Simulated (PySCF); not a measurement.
One ligand Y is varied and pulled off as a radical: Zn(Cl)1–Y. All species are isolated molecules in the gas phase. One relaxed conformer stands for each flexible species; it need not be the lowest. Multiplicities are imposed; where one is given, others were not computed. Strings in code marks are SMILES.

Level of theory: r2SCAN-D4/def2-TZVP // r2SCAN-D4/def2-SVP in PySCF. All candidates: neutral, multiplicity 2. 

- highest occupied spin orbital: -5.88 eV
- dipole moment: 0.00 D

Task: Identify which member has these values.
A. `[SH]`
B. `[CH3]`
C. `[OH]`
D. `C[N]C`

Result: B, `[CH3]`. The others give `C[N]C`: -5.98 eV, 1.71 D; `[SH]`: -6.40 eV, 0.91 D; `[OH]`: -7.57 eV, 1.76 D
